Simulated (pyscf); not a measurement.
H₂N–Ga(Cl)–Cl + HO–SiH₃ → NH₃ + H₃Si–O–Ga(Cl)–Cl, a four-centre exchange (singlet surface; Ga–N, H–O broken, H–N, Ga–O formed). Optimised with ωB97X-D3(BJ)/def2-SVP in PySCF. Energies in kcal/mol from the separated reactants.

Small-basis levels: PySCF, no dispersion term, spherical d functions. 

Task: Quick MP2/6-31G*+LANL2DZ single points give ΔE‡ = -21.4 kcal/mol and ΔE = -11.7 kcal/mol. What does ωB97M-D3(BJ)/def2-TZVP give, and how far is the quick result from it?

Result: ωB97M-D3(BJ)/def2-TZVP gives ΔE‡ = -12.6 kcal/mol and ΔE = -5.5 kcal/mol. MP2/6-31G*+LANL2DZ lies 8.8 kcal/mol under it in the barrier and 6.2 kcal/mol under it in the reaction energy, so on this step it does not hold to within 3.0 kcal/mol. ωB97M-D3(BJ)/def2-TZVP has limits of its own. On the reactant side the descent ends in an adduct with a Ga–O contact, 20.2 kcal/mol under the separated species and 4.8 kcal/mol under the saddle at ωB97X-D3(BJ)/def2-TZVP. On the product side the descent ends in an adduct with a Ga–N contact, 35.6 kcal/mol under the separated species and 27.0 kcal/mol under the saddle at ωB97X-D3(BJ)/def2-TZVP. At ωB97M-D3(BJ) the saddle lies under the separated reactants, which points to a path from their complex (located at ωB97X-D3(BJ) alone). At ωB97M-D3(BJ) the saddle lies under the separated products, which points to a path from their complex (located at ωB97X-D3(BJ) alone). What is counted as formed (Ga–O) is already present as a longer contact in the reactant adduct; forming that adduct is a step of its own. What is counted as broken (Ga–N) persists as a longer contact in the product adduct; parting that adduct is a step of its own. At ωB97X-D3(BJ)/def2-TZVP the barrier from the zero used here is -15.3 kcal/mol. One saddle was located; it need not be the lowest between these sides. In the def2 sets elements up to Kr have no core potential.
